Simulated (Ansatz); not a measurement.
hcp Tl

Level of theory: B3LYP (VWN-RPA form) in Ansatz (PAW).

Settings: plane-wave cutoff 460 eV, 9×9×6 k mesh (along the axes of the cell as run), Fermi–Dirac smearing 0.05 eV, scalar-relativistic PAW data made under PBE.

Cell (relaxed at this level):

```
CELL_PARAMETERS angstrom
      1.84612    -3.19758     0.00000
      1.84612     3.19758     0.00000
      0.00000     0.00000     5.67662
ATOMIC_POSITIONS crystal
  Tl 0.33333 0.66667 0.25000
  Tl 0.66667 0.33333 0.75000
```

```yaml
equilibrium_lattice_constant_a: 3.692 Å
c axis length: 5.677 Å
```

Measured, for comparison: lattice constant a 3.457 Å, lattice parameter c 5.525 Å (293 K, not corrected to a static lattice; as tabulated in Wikipedia's data pages). Computed (rounded) less measured: lattice constant a +6.8 %, lattice parameter c +2.8 %.

Spin–orbit coupling is not included; it can shift volumes and moduli of such heavy elements.

Static lattice: no zero-point or thermal effects.

The result took about 25 core-minutes (a rough figure).

Ansatz is a program for electronic structure.
